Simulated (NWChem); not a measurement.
Species: hydrogen cyanide (CHN); SMILES N#C

Results from NWChem. Coordinates come from a PBE0-D3(BJ)/def2-TZVP optimisation. B3LYP is NWChem's, with the RPA form of VWN correlation. Core excitations by TDA in a window of 1s orbitals, non-relativistic and unshifted: absolute energies depend strongly on the exact-exchange share.

For level C K edge, B3LYP/def2-TZVP:

| Property | Result |
|---|---|
| first 1s excitation (eV) | 275.7 |
| dipole oscillator strength of the first | 0.0392 |
| first state with f > 0.002 (eV) | 275.7 |
| dipole oscillator strength of that state | 0.0392 |

**Question.** How do the values read with level N K edge, BHandHLYP/def2-TZVP instead?

**Answer.** 
* **first 1s excitation (eV)**: 397.3
* **dipole oscillator strength of the first**: 0.0627
* **first state with f > 0.002 (eV)**: 397.3
* **dipole oscillator strength of that state**: 0.0627
